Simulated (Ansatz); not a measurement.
Predict the output of the script below (Ansatz 0.2.0, Python API).

Input file `clh.xyz`:
```text
2

H     0.00000    0.00000    0.00000
Cl    0.00000    0.00000    1.39000
```

Script `clh.py`:
```python
# -*- coding: utf-8 -*-
import logging
import sys
import warnings

import ansatz as az
import numpy as np

logging.basicConfig(stream=sys.stdout, format="%(levelname)s %(message)s")
log = logging.getLogger("run")
log.setLevel(logging.INFO)

BASIS = "cc-pVDZ"
XC = "b3lyp"
CHARGE = -1

warnings.simplefilter("ignore", az.DeckWarning)

system = az.Crystal.molecule_from_extxyz("clh.xyz")
symbols = [site.symbol for site in system.cartesian_sites]

start = np.array([site.position_ang for site in system.cartesian_sites])
for factor in [1.0, 1.3]:
    xyz = (start - start.mean(axis=0)) * factor
    scaled = az.Crystal.molecule()
    for symbol, place in zip(symbols, xyz):
        scaled = scaled.atom(symbol, place.tolist())
    calculation = (
        scaled.calculation()
        .basis(gaussian=BASIS)
        .functional(XC)
        .charge(CHARGE)
        .spin("collinear", total=1)
    )
    for search in ("off", "standard"):
        try:
            report = calculation.scf(lower_state_search=search).run(threads=1, backend="cpu").report
        except az.AnsatzError as error:
            log.info(f"x{factor} search {search}: {type(error).__name__}")
            continue
        state = report["mean_field"]["state"]
        log.info(f"all distances x{factor}, search {search:8s} E = {report['free_energy_ev']:.5f} eV  <S^2> = {abs(state['spin_squared']):.3f}  other states met: {len(report['mean_field']['others'])}")
```

`python clh.py` gives:
```text
INFO all distances x1.0, search off      E = -12537.32713 eV  <S^2> = 0.751  other states met: 0
INFO all distances x1.0, search standard E = -12537.32713 eV  <S^2> = 0.751  other states met: 0
INFO all distances x1.3, search off      E = -12538.41734 eV  <S^2> = 0.752  other states met: 0
INFO all distances x1.3, search standard E = -12538.41734 eV  <S^2> = 0.752  other states met: 0
```

Caveats:
- Total energies depend on the basis set; only differences at equal settings carry meaning.
- The count of other states can hold repeated and symmetry-equivalent ends of the search; scaling all distances is a test, and for more than two atoms no physical path.
- The run takes the species as open-shell (spin multiplicity 2), which needn't be its ground state.
- b3lyp holds the VWN-RPA fit, as in Gaussian; the form of ORCA and Turbomole is b3lyp5.
- Anions want diffuse functions, which this basis lacks.
- Timing: 2.3 s on 1 thread of Arm Neoverse V1 (shared host), peak memory 0.15 GiB.
